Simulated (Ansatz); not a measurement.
# BH3O + NH3: a complex and its separated parts

The complex below is one end of an elementary step. How strongly is it bound against its free parts?

Method: PBE0-D4/def2-TZVP structures, single points in def2-TZVPP, no counterpoise correction; program: Ansatz 0.2.0, Gaussian basis.

Levels: SPW92, PBE-D4, BLYP-D4, r2SCAN-D4, B97M-V, PBE0-D4, B3LYP-D4, r2SCAN0-D4, BHLYP-D4, CAM-B3LYP-D4, wB97X-V, wB97M-V, B2PLYP, PBE-QIDH, RPA on PBE, Hartree-Fock, MP2, CCSD, CCSD(T).

Cores are frozen in the correlated methods. B3LYP uses VWN-RPA correlation. B2PLYP carries no dispersion term here.

21 further runs of the same task are left out: 21 set aside as unsound or not needed.

### 1 The starting structure

The complex: 9 atoms, charge 0, spin multiplicity 1.

Atoms are counted from 1 here; the program's logs count them from 0.

Bond lengths: B1–O2 1.434 Å, B1–H3 1.220 Å, B1–H4 1.218 Å, B1–N6 1.680 Å, O2–H7 0.956 Å, H5–N6 1.016 Å, N6–H8 1.015 Å, N6–H9 1.015 Å. Angles: O2–B1–H3 116.3°, O2–B1–H4 113.8°, O2–B1–N6 105.0°, H3–B1–H4 113.9°, H3–B1–N6 103.9°, H4–B1–N6 101.9°, B1–O2–H7 111.5°, B1–N6–H5 108.1°, B1–N6–H8 111.3°, B1–N6–H9 111.6°, H5–N6–H8 108.0°, H5–N6–H9 108.8°, H8–N6–H9 109.0°.

As a file:

```xyz
9

B    -0.4684    0.2815   -0.4656
O     0.5931    0.3320   -1.4291
H    -1.3233   -0.5696   -0.6485
H    -0.9172    1.3749   -0.1699
H     1.0391    0.4460    1.1508
N     0.2690   -0.1903    0.9681
H     0.5366   -0.3908   -2.0519
H     0.6489   -1.1290    0.8968
H    -0.3778   -0.1547    1.7494
```

Its parts: BH3O holds atoms 1, 2, 3, 4, 7; NH3 holds atoms 5, 6, 8, 9. Each part counts its atoms afresh in its own runs.

### 2 Relaxing BH3O alone

Input file relax-a/in.yaml:

```yaml
crystal:
  periodic: [false, false, false]
  atoms:
    - {symbol: B, position_ang: [-0.468439, 0.281487, -0.465647]}
    - {symbol: O, position_ang: [0.593104, 0.332007, -1.429084]}
    - {symbol: H, position_ang: [-1.323298, -0.569648, -0.648526]}
    - {symbol: H, position_ang: [-0.917164, 1.374859, -0.169931]}
    - {symbol: H, position_ang: [0.536637, -0.390804, -2.051903]}
basis:
  gaussian: {orbitals: def2-TZVP}
hamiltonian: {xc: pbe0, dispersion: d4}
relax: {f_tol: 0.005, max_steps: 200}
```

No record of the launch command was kept for these runs.

The program printed, cut to the lines that bear on the results:

```text
Functional definition: PBE0
  name "PBE0"
  cite "Adamo & Barone, J. Chem. Phys. 110, 6158 (1999) doi:10.1063/1.478522"
  cite "Perdew, Burke & Ernzerhof, Phys. Rev. Lett. 77, 3865 (1996) doi:10.1103/PhysRevLett.77.3865"
  parent pbe
[...]
452 factors; their error is unknown
[...]
mean field -2770.11175566 eV, -101.7997293714 hartree, gradient 5.3e-5 eV, S^2 0.000000; 0 other end points of the search recorded, 0 dependent functions left out
[...]
reference -2770.11178059 eV, -101.7997302873 hartree; 8, 8 occupied and 72, 72 virtual orbitals, 452 factors
relax step   1: F+E_penalty+E_count = -2770.13825538 eV  Δ(F+E_penalty+E_count) = +0.000e0 eV  max|allowed force component| = 4.321e0 eV/Å  Δτ_max = 0.0000 Å  (22 SCF iters, accepted)
[...]
relax step   7: F+E_penalty+E_count = -2770.86346254 eV  Δ(F+E_penalty+E_count) = -3.176e-5 eV  max|allowed force component| = 8.590e-3 eV/Å  Δτ_max = 0.0026 Å  (28 SCF iters, accepted)
[...]
relax step   8: F+E_penalty+E_count = -2770.86347196 eV  Δ(F+E_penalty+E_count) = -9.423e-6 eV  max|allowed force component| = 5.782e-4 eV/Å  Δτ_max = 0.0010 Å  (28 SCF iters, accepted)
452 factors; their error is unknown
mean field -2770.83703983 eV, -101.8263830730 hartree, gradient 1.8e-5 eV, S^2 0.000000; 1 other end points of the search recorded, 0 dependent functions left out
[...]
reference -2770.83706457 eV, -101.8263839820 hartree; 8, 8 occupied and 72, 72 virtual orbitals, 452 factors
Total energy: -2770.86349670 eV, -101.8273553450 hartree
Atom 0 at    -0.593365     0.360785    -0.677039 Å, force     0.000270    -0.000249     0.000120 eV/Å
Atom 1 at     0.497636     0.371790    -1.468236 Å, force     0.000517     0.000517    -0.000456 eV/Å
Atom 2 at    -1.299169    -0.610363    -0.620965 Å, force    -0.000456     0.000335     0.000287 eV/Å
Atom 3 at    -0.813007     1.353617    -0.047211 Å, force    -0.000162    -0.000578    -0.000222 eV/Å
Atom 4 at     0.628746    -0.447928    -1.951640 Å, force    -0.000169    -0.000024     0.000271 eV/Å
Dipole moment:     0.022081    -0.294943    -0.155627 e Å
```

Wall time 3.1 s (2 threads, shared host).

Step by step:

```csv
step,energy from step 1 (eV),largest force component (eV/Å)
1,0.0000,4.3210
2,-0.5790,1.8060
3,-0.6588,1.2310
4,-0.6981,0.9027
5,-0.7237,0.2456
6,-0.7252,0.0152
7,-0.7252,0.0086
8,-0.7252,0.0006
```

Close pairs (by a distance rule), those that changed most:

```csv
bond,before (Å),after (Å),change (Å)
B1–O2,1.434,1.348,-0.087
B1–H4,1.218,1.196,-0.022
B1–H3,1.220,1.202,-0.018
O2–H5,0.956,0.961,+0.005
```

### 3 Relaxing NH3 alone

Input file relax-b/in.yaml:

```yaml
crystal:
  periodic: [false, false, false]
  atoms:
    - {symbol: H, position_ang: [1.039131, 0.446042, 1.150762]}
    - {symbol: N, position_ang: [0.268977, -0.190284, 0.968082]}
    - {symbol: H, position_ang: [0.648875, -1.129005, 0.896826]}
    - {symbol: H, position_ang: [-0.377825, -0.154654, 1.749420]}
basis:
  gaussian: {orbitals: def2-TZVP}
hamiltonian: {xc: pbe0, dispersion: d4}
relax: {f_tol: 0.005, max_steps: 200}
```

The program printed, cut to the lines that bear on the results:

```text
[... 5 set-up lines as earlier in the session ...]
[...]
287 factors; their error is unknown
[...]
mean field -1537.79452366 eV, -56.5129063901 hartree, gradient 4.6e-6 eV, S^2 0.000000; 0 other end points of the search recorded, 0 dependent functions left out
[...]
reference -1537.79454007 eV, -56.5129069931 hartree; 5, 5 occupied and 44, 44 virtual orbitals, 287 factors
relax step   1: F+E_penalty+E_count = -1537.80362993 eV  Δ(F+E_penalty+E_count) = +0.000e0 eV  max|allowed force component| = 2.106e-1 eV/Å  Δτ_max = 0.0000 Å  (22 SCF iters, accepted)
[...]
relax step   4: F+E_penalty+E_count = -1537.80842504 eV  Δ(F+E_penalty+E_count) = -4.718e-5 eV  max|allowed force component| = 7.728e-3 eV/Å  Δτ_max = 0.0022 Å  (26 SCF iters, accepted)
[...]
relax step   5: F+E_penalty+E_count = -1537.80842726 eV  Δ(F+E_penalty+E_count) = -2.218e-6 eV  max|allowed force component| = 6.070e-5 eV/Å  Δτ_max = 0.0002 Å  (26 SCF iters, accepted)
287 factors; their error is unknown
mean field -1537.79931149 eV, -56.5130823396 hartree, gradient 8.6e-6 eV, S^2 0.000000; 1 other end points of the search recorded, 0 dependent functions left out
[...]
reference -1537.79932778 eV, -56.5130829380 hartree; 5, 5 occupied and 44, 44 virtual orbitals, 287 factors
Total energy: -1537.80844354 eV, -56.5134179362 hartree
Atom 0 at     1.032908     0.439194     1.158317 Å, force    -0.000022    -0.000013     0.000008 eV/Å
Atom 1 at     0.263456    -0.185935     0.952265 Å, force    -0.000020    -0.000006     0.000032 eV/Å
Atom 2 at     0.645524    -1.122563     0.906979 Å, force    -0.000018     0.000026     0.000014 eV/Å
Atom 3 at    -0.362730    -0.158597     1.747529 Å, force     0.000061    -0.000007    -0.000053 eV/Å
Dipole moment:     0.164331    -0.088889     0.299058 e Å
```

It took 0.95 s on 2 threads, shared host.

The steps of the relaxation:

```
step  energy from step 1 (eV)  largest force component (eV/Å)
   1                   0.0000                          0.2106
   2                  -0.0039                          0.1129
   3                  -0.0047                          0.0364
   4                  -0.0048                          0.0077
   5                  -0.0048                          0.0001
```

Close pairs (by a distance rule), those that changed most:

```
 bond  before (Å)  after (Å)  change (Å)
H1–N2       1.016      1.013      -0.003
N2–H3       1.015      1.013      -0.003
N2–H4       1.015      1.013      -0.002
```

### 4 wB97M-V/def2-TZVPP

Input file parta/in.yaml:

```yaml
crystal:
  periodic: [false, false, false]
  atoms:
    - {symbol: B, position_ang: [-0.593365, 0.360785, -0.677039]}
    - {symbol: O, position_ang: [0.497636, 0.371790, -1.468236]}
    - {symbol: H, position_ang: [-1.299169, -0.610363, -0.620965]}
    - {symbol: H, position_ang: [-0.813007, 1.353617, -0.047211]}
    - {symbol: H, position_ang: [0.628746, -0.447928, -1.951640]}
basis:
  gaussian: {orbitals: def2-TZVPP}
hamiltonian: {xc: {name: wB97M-V}}
```

Input file partb/in.yaml:

```yaml
crystal:
  periodic: [false, false, false]
  atoms:
    - {symbol: H, position_ang: [1.032908, 0.439194, 1.158317]}
    - {symbol: N, position_ang: [0.263456, -0.185935, 0.952265]}
    - {symbol: H, position_ang: [0.645524, -1.122563, 0.906979]}
    - {symbol: H, position_ang: [-0.362730, -0.158597, 1.747529]}
basis:
  gaussian: {orbitals: def2-TZVPP}
hamiltonian: {xc: {name: wB97M-V}}
```

Output in parta, cut to the lines that bear on the results:

```text
Functional definition: wB97M-V
  name "wB97M-V"
  cite "Mardirossian & Head-Gordon, J. Chem. Phys. 144, 214110 (2016) doi:10.1063/1.4952647"
  cite "Becke, J. Chem. Phys. 107, 8554 (1997) doi:10.1063/1.475007"
  cite "Vydrov & Van Voorhis, J. Chem. Phys. 133, 244103 (2010) doi:10.1063/1.3521275"
  # Of w^i u^j: cxij and so on, Table III.
[...]
  gx(w, u) = 1 - cx + cx01*u + cx10*w
  gss(w, u) = css00 + css04*u^4 + css10*w + css20*w^2 + css43*w^4*u^3
  gos(w, u) = cos00 + cos10*w + (cos20 + cos21*u)*w^2 + (cos60 + cos61*u)*w^6
[...]
      + integral(e_c_pw_mod_opposite_spin*gos(b97_w_opposite, b97_u_opposite)) + vv10(b, c)
497 factors; their error is unknown
136 factors; integrals over basis functions are off by at most 1.6e-5 eV
[...]
mean field -2773.01785686 eV, -101.9065266206 hartree, gradient 3.2e-5 eV, S^2 0.000000; 0 other end points of the search recorded, 0 dependent functions left out
reference -2773.01789742 eV, -101.9065281111 hartree; 8, 8 occupied and 96, 96 virtual orbitals, 497 factors
Total energy: -2773.01789742 eV, -101.9065281111 hartree
```

Log of partb, cut to the lines that bear on the results:

```text
[... 5 set-up lines as earlier in the session ...]
  # Of w^i u^j: cxij and so on, Table III.
[...]
  gx(w, u) = 1 - cx + cx01*u + cx10*w
  gss(w, u) = css00 + css04*u^4 + css10*w + css20*w^2 + css43*w^4*u^3
  gos(w, u) = cos00 + cos10*w + (cos20 + cos21*u)*w^2 + (cos60 + cos61*u)*w^6
[...]
      + integral(e_c_pw_mod_opposite_spin*gos(b97_w_opposite, b97_u_opposite)) + vv10(b, c)
332 factors; their error is unknown
93 factors; integrals over basis functions are off by at most 7.9e-6 eV
[...]
mean field -1538.84211062 eV, -56.5514045007 hartree, gradient 5.4e-5 eV, S^2 0.000000; 0 other end points of the search recorded, 0 dependent functions left out
reference -1538.84213749 eV, -56.5514054882 hartree; 5, 5 occupied and 68, 68 virtual orbitals, 332 factors
Total energy: -1538.84213749 eV, -56.5514054882 hartree
```

They took 1.1 s (parta), 0.5 s (partb) on 2 threads, shared host; peak memory 0.17 GiB.

### 5 CCSD(T)/def2-TZVPP

The same edit goes into each in.yaml of step 4 (parta, partb):

```diff
-hamiltonian: {xc: {name: wB97M-V}}
+correlation: {method: ccsd_t}
```

Output in parta, cut to the lines that bear on the results:

```text
Functional definition: HF
  name "HF"
  cite "Fock, Z. Phys. 61, 126 (1930) doi:10.1007/BF01340294"
[... 1 set-up line as earlier in the session ...]
[...]
626 factors; integrals over basis functions are off by at most 6.2e-4 eV
[...]
mean field -2758.49760143 eV, -101.3729170758 hartree, gradient 1.1e-6 eV, S^2 0.000000; 0 other end points of the search recorded, 0 dependent functions left out
2 core orbitals not correlated: weight in the atoms' cores, before any rotation towards them, 1.000 or more for the frozen orbitals, at most 0.000 for the correlated occupied ones
reference -2758.49760143 eV, -101.3729170758 hartree; 6, 6 occupied and 96, 96 virtual orbitals, 626 factors
second order -9.52842444 eV of doubles, -0.00000000 eV of singles
cycle   1  -9.70388105 eV  change   -1.8e-1 eV  update   6.8e-2
[...]
cycle   9  -9.99369547 eV  change    1.3e-6 eV  update   6.3e-6
perturbative correction -0.32272427 eV, -0.0118598981 hartree
Total energy: -2768.81402117 eV, -101.7520385085 hartree
```

Log of partb, cut to the lines that bear on the results:

```text
[... 4 set-up lines as earlier in the session ...]
[...]
416 factors; integrals over basis functions are off by at most 1.2e-3 eV
[...]
mean field -1529.85250998 eV, -56.2210427706 hartree, gradient 4.1e-6 eV, S^2 0.000000; 0 other end points of the search recorded, 0 dependent functions left out
1 core orbitals not correlated: weight in the atoms' cores, before any rotation towards them, 1.000 or more for the frozen orbitals, at most 0.000 for the correlated occupied ones
reference -1529.85250998 eV, -56.2210427706 hartree; 4, 4 occupied and 68, 68 virtual orbitals, 416 factors
second order -6.38828429 eV of doubles, -0.00000000 eV of singles
cycle   1  -6.57733960 eV  change   -1.9e-1 eV  update   3.9e-2
[...]
cycle   9  -6.72923234 eV  change    3.5e-6 eV  update   2.3e-6
perturbative correction -0.20701975 eV, -0.0076078357 hartree
Total energy: -1536.78876207 eV, -56.4759453334 hartree
```

Wall times: 1.1 s (parta), 0.4 s (partb) on 2 threads, shared host; peak memory 0.38 GiB.

### 6 Vibrations of BH3O

Input file vib-parta/in.yaml:

```yaml
crystal:
  periodic: [false, false, false]
  atoms:
    - {symbol: B, position_ang: [-0.593365, 0.360785, -0.677039]}
    - {symbol: O, position_ang: [0.497636, 0.371790, -1.468236]}
    - {symbol: H, position_ang: [-1.299169, -0.610363, -0.620965]}
    - {symbol: H, position_ang: [-0.813007, 1.353617, -0.047211]}
    - {symbol: H, position_ang: [0.628746, -0.447928, -1.951640]}
basis:
  gaussian: {orbitals: def2-TZVP}
hamiltonian: {xc: pbe0, dispersion: d4}
phonons: {temperatures: {t_min: 298.15, t_max: 900, t_step: 200}}
```

The program printed, cut to the lines that bear on the results:

```text
[... 5 set-up lines as earlier in the session ...]
[...]
452 factors; their error is unknown
[...]
mean field -2770.83703948 eV, -101.8263830600 hartree, gradient 8.6e-6 eV, S^2 0.000000; 0 other end points of the search recorded, 0 dependent functions left out
[...]
reference -2770.83706420 eV, -101.8263839684 hartree; 8, 8 occupied and 72, 72 virtual orbitals, 452 factors
[... from here to the last solve, the lines of the solves are left out (29 solves) ...]
452 factors; their error is unknown
[...]
mean field -2770.83699002 eV, -101.8263812425 hartree, gradient 8.2e-7 eV, S^2 0.000000; 0 other end points of the search recorded, 0 dependent functions left out
[...]
reference -2770.83701475 eV, -101.8263821511 hartree; 8, 8 occupied and 72, 72 virtual orbitals, 452 factors
Total energy: -2770.86349633 eV, -101.8273553314 hartree
Atom 0 at    -0.593365     0.360785    -0.677039 Å, force     0.000259    -0.000258     0.000124 eV/Å
Atom 1 at     0.497636     0.371790    -1.468236 Å, force     0.000531     0.000517    -0.000462 eV/Å
Atom 2 at    -1.299169    -0.610363    -0.620965 Å, force    -0.000454     0.000331     0.000285 eV/Å
Atom 3 at    -0.813007     1.353617    -0.047211 Å, force    -0.000158    -0.000571    -0.000223 eV/Å
Atom 4 at     0.628746    -0.447928    -1.951640 Å, force    -0.000177    -0.000018     0.000276 eV/Å
Dipole moment:     0.022081    -0.294944    -0.155627 e Å
Vibrations: 782.88 884.16 1052.97 1172.97 1183.02 1386.38 2554.73 2657.26 3875.41 cm⁻¹, zero-point energy 0.963964 eV
```

Run time: 7 s. Hardware: 2 threads, shared host.

The modes, with what each moves most:

| mode | wavenumber (cm⁻¹) | character |
| --- | --- | --- |
| 1 | 783 | torsion |
| 2 | 884 | bend |
| 3 | 1053 | out-of-plane bend with torsion |
| 4 | 1173 | bend |
| 5 | 1183 | bend with B–O stretch |
| 6 | 1386 | B–O stretch with bend |
| 7 | 2555 | B–H stretch |
| 8 | 2657 | B–H stretch |
| 9 | 3875 | O–H stretch |

Vibrational sums (real modes only):

```csv
T (K),entropy (J/mol/K),heat capacity (J/mol/K)
298,2.3,8.7
498,10.6,24.4
698,20.8,36.0
898,30.9,44.3
```

### 7 Vibrations of NH3

Input file vib-partb/in.yaml:

```yaml
crystal:
  periodic: [false, false, false]
  atoms:
    - {symbol: H, position_ang: [1.032908, 0.439194, 1.158317]}
    - {symbol: N, position_ang: [0.263456, -0.185935, 0.952265]}
    - {symbol: H, position_ang: [0.645524, -1.122563, 0.906979]}
    - {symbol: H, position_ang: [-0.362730, -0.158597, 1.747529]}
basis:
  gaussian: {orbitals: def2-TZVP}
hamiltonian: {xc: pbe0, dispersion: d4}
phonons: {temperatures: {t_min: 298.15, t_max: 900, t_step: 200}}
```

The program printed, cut to the lines that bear on the results:

```text
[... 5 set-up lines as earlier in the session ...]
[...]
287 factors; their error is unknown
[...]
mean field -1537.79931150 eV, -56.5130823399 hartree, gradient 1.5e-5 eV, S^2 0.000000; 0 other end points of the search recorded, 0 dependent functions left out
[...]
reference -1537.79932778 eV, -56.5130829382 hartree; 5, 5 occupied and 44, 44 virtual orbitals, 287 factors
[...]
287 factors; their error is unknown
[...]
mean field -1537.79917331 eV, -56.5130772616 hartree, gradient 1.4e-6 eV, S^2 0.000000; 0 other end points of the search recorded, 0 dependent functions left out
[...]
reference -1537.79918960 eV, -56.5130778600 hartree; 5, 5 occupied and 44, 44 virtual orbitals, 287 factors
[...]
reference -1537.79931887 eV, -56.5130826108 hartree; 5, 5 occupied and 44, 44 virtual orbitals, 287 factors
[...]
287 factors; their error is unknown
mean field -1537.79930363 eV, -56.5130820507 hartree, gradient 1.4e-6 eV, S^2 0.000000; 0 other end points of the search recorded, 0 dependent functions left out
[...]
reference -1537.79931991 eV, -56.5130826490 hartree; 5, 5 occupied and 44, 44 virtual orbitals, 287 factors
Total energy: -1537.80844355 eV, -56.5134179364 hartree
Atom 0 at     1.032908     0.439194     1.158317 Å, force    -0.000034    -0.000035    -0.000001 eV/Å
Atom 1 at     0.263456    -0.185935     0.952265 Å, force     0.000013     0.000006     0.000010 eV/Å
Atom 2 at     0.645524    -1.122563     0.906979 Å, force    -0.000017     0.000041     0.000018 eV/Å
Atom 3 at    -0.362730    -0.158597     1.747529 Å, force     0.000038    -0.000012    -0.000027 eV/Å
Dipole moment:     0.164331    -0.088889     0.299058 e Å
Vibrations: 1030.99 1669.56 1669.57 3502.32 3631.42 3631.43 cm⁻¹, zero-point energy 0.938268 eV
```

Run time: 1.6 s. Hardware: 2 threads, shared host.

Wavenumbers and character of the modes:

| mode | wavenumber (cm⁻¹) | character |
| --- | --- | --- |
| 1 | 1031 | bend |
| 2 | 1670 | bend |
| 3 | 1670 | bend |
| 4 | 3502 | N–H stretch |
| 5 | 3631 | N–H stretch |
| 6 | 3631 | N–H stretch |

Vibrational sums (real modes only):

```
T (K)  entropy (J/mol/K)  heat capacity (J/mol/K)
  298                0.4                      1.8
  498                2.6                      7.4
  698                6.0                     13.4
  898               10.0                     18.8
```

### 8 Complex less separated parts

The complex's own energies come from single points at the same levels. Levels not printed above were run the same way.

Rows are in def2-TZVPP; times add the 3 runs of a level on a shared host, so small differences are noise.

Differences are taken before rounding.

```
      method                    rung  complex less parts (eV)  from CCSD(T) (eV)   time
       SPW92                     LDA                   -1.009             -0.467  0.9 s
      PBE-D4                     GGA                   -0.635             -0.093  1.3 s
     BLYP-D4                     GGA                   -0.442             +0.100  1.4 s
   r2SCAN-D4                meta-GGA                   -0.614             -0.071  2.1 s
      B97M-V                meta-GGA                   -0.542             +0.001  4.3 s
     PBE0-D4                  hybrid                   -0.652             -0.109  1.6 s
    B3LYP-D4                  hybrid                   -0.484             +0.058  1.6 s
  r2SCAN0-D4                  hybrid                   -0.637             -0.095  2.4 s
    BHLYP-D4                  hybrid                   -0.502             +0.040  1.4 s
CAM-B3LYP-D4  range-separated hybrid                   -0.542             +0.001  1.8 s
     wB97X-V  range-separated hybrid                   -0.560             -0.017    4 s
     wB97M-V  range-separated hybrid                   -0.555             -0.013  3.8 s
      B2PLYP           double hybrid                   -0.460             +0.082  2.6 s
    PBE-QIDH           double hybrid                   -0.633             -0.091  2.5 s
  RPA on PBE                     RPA                   -0.459             +0.083  2.5 s
Hartree-Fock            wavefunction                   -0.185             +0.358       
         MP2            wavefunction                   -0.576             -0.034       
        CCSD            wavefunction                   -0.503             +0.040       
     CCSD(T)            wavefunction                   -0.542                  0   14 s
```

Among the levels timed on like hardware and quicker than the yardstick, those that no quicker one beats, quickest first: SPW92 (0.9 s, -0.467 eV); PBE-D4 (1.3 s, -0.093 eV); BHLYP-D4 (1.4 s, +0.040 eV); CAM-B3LYP-D4 (1.8 s, +0.001 eV); B97M-V (4.3 s, +0.001 eV).

B97M-V reaches 0.001 eV from the reference in 4.3 s, where CCSD(T) took 14 s; the quickest level in the cost chart, SPW92, takes 0.9 s and misses by 0.467 eV.

The complex's zero-point energy, from a separate PBE0-D4 run, is 2.071 eV.

### 9 Results

| quantity | value |
| --- | --- |
| complex less parts, CCSD(T)/def2-TZVPP | -0.542 eV |
| with zero-point energy | -0.374 eV |
| largest T1 diagnostic | 0.014 |

In words: At CCSD(T) the complex lies 0.542 eV below its parts. The functionals run from B97M-V, off by +0.001 eV, to SPW92, off by -0.467 eV, against CCSD(T). CAM-B3LYP-D4 is as near within the digits shown. By rung, the mean size of the error is: LDA 0.467, GGA 0.097, meta-GGA 0.036, hybrid 0.076, range-separated hybrid 0.010, double hybrid 0.086 eV. PBE-D4 gives a relative energy 0.093 eV too low, outside chemical accuracy (1 kcal/mol, 0.043 eV). No counterpoise was applied, and triple zeta lacks some correlation, so the CCSD(T) reference has a basis error of its own, and close matches with it are partly luck.
